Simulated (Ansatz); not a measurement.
Results of PBEsol (Ansatz, a first-principles code, PAW) for cubic perovskite CsSnBr3.

Numerical settings: plane-wave cutoff 520 eV, 6×6×6 k mesh, Fermi–Dirac smearing 0.01 eV, scalar-relativistic PAW data made under PBE.

Response to compression and expansion:

| V (Å³/atom) | P (GPa) | smallest gap on the k mesh (eV) |
|---|---|---|
| 36.025 | 1.55 | 0.000 |
| 36.792 | 0.96 | 0.000 |
| 37.558 | 0.47 | 0.102 |
| 38.325 | 0.00 | 0.218 |
| 39.091 | -0.42 | 0.327 |
| 39.858 | -0.80 | 0.430 |
| 40.624 | -1.14 | 0.527 |

Note: the relaxation could not lower the start's symmetry, so the cell can be a saddle point above a distorted one.

Spin–orbit coupling is not included; it can close the smallest gap of 0.22 eV.
